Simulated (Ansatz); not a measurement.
# C₂H₄O₂ (SMILES OC=CO): one structure at several levels

An exercise on one series of results from a longer session: the logs are not shown, and one member is left open.

Computed with Ansatz 0.2.0, Gaussian basis. Level: single points in def2-TZVPP.

Cores are frozen in the correlated methods.

### Where the work starts

SMILES `OC=CO`, 8 atoms, charge 0, spin multiplicity 1.

Atoms are counted from 1 here; the program's logs count them from 0.

Bond lengths: O1–C2 1.386 Å, O1–H5 0.964 Å, C2–C3 1.323 Å, C2–H6 1.095 Å, C3–O4 1.350 Å, C3–H7 1.073 Å, O4–H8 0.964 Å. Angles: C2–O1–H5 109.9°, O1–C2–C3 121.8°, O1–C2–H6 116.8°, C3–C2–H6 121.3°, C2–C3–O4 120.9°, C2–C3–H7 119.8°, O4–C3–H7 119.2°, C3–O4–H8 109.7°.

As a file:

```mol
C2H4O2
  3D, bonds by distance, orders not assigned

  8  7  0  0  0  0  0  0  0  0999 V2000
   -0.0147    1.4313   -1.1115 O   0  0
   -0.4235    0.3424   -0.3583 C   0  0
    0.4242   -0.3500    0.3846 C   0  0
    0.0139   -1.4319    1.0809 O   0  0
   -0.7635    1.7940   -1.5975 H   0  0
   -1.4741    0.0470   -0.4463 H   0  0
    1.4471   -0.0351    0.4609 H   0  0
    0.7563   -1.8037    1.5699 H   0  0
  1  2  8  0
  1  5  8  0
  2  3  8  0
  2  6  8  0
  3  4  8  0
  3  7  8  0
  4  8  8  0
M  END
```

The first run:

run/in.yaml reads:

```yaml
crystal:
  periodic: [false, false, false]
  atoms:
    - {symbol: O, position_ang: [-0.014700, 1.431300, -1.111500]}
    - {symbol: C, position_ang: [-0.423500, 0.342400, -0.358300]}
    - {symbol: C, position_ang: [0.424200, -0.350000, 0.384600]}
    - {symbol: O, position_ang: [0.013900, -1.431900, 1.080900]}
    - {symbol: H, position_ang: [-0.763500, 1.794000, -1.597500]}
    - {symbol: H, position_ang: [-1.474100, 0.047000, -0.446300]}
    - {symbol: H, position_ang: [1.447100, -0.035100, 0.460900]}
    - {symbol: H, position_ang: [0.756300, -1.803700, 1.569900]}
basis:
  gaussian: {orbitals: def2-TZVPP}
correlation: {method: ccsd_t}
output: {forces: true}
```

No record of the launch command was kept for these runs.

Among the steps run: CCSD(T)/def2-TZVPP; PBE0-D4/def2-TZVPP; wB97M-V/def2-TZVPP; r2SCAN-D4/def2-TZVPP; PBE-D4/def2-TZVPP; r2SCAN0-D4/def2-TZVPP; BLYP-D4/def2-TZVPP.

One table of the session follows, with a row left open; its other results are not shown here.

| method | RMS force component (eV/Å) | angle to CCSD(T) forces (°) |
| --- | --- | --- |
| CCSD(T) | 0.487 | reference |
| PBE0-D4 | 0.368 | 30.7 |
| wB97M-V | 0.403 | 27.1 |
| r2SCAN-D4 | 0.395 | 12.5 |
| PBE-D4 | 0.429 | 27.7 |
| r2SCAN0-D4 | ? | ? |
| BLYP-D4 | 0.488 | 26.1 |

**Question.** Estimate the row for r2SCAN0-D4.

The run gave: RMS force component (eV/Å): 0.415; angle to CCSD(T) forces (°): 39.0. In the column «RMS force component (eV/Å)» it lies between wB97M-V (0.403) and PBE-D4 (0.429).
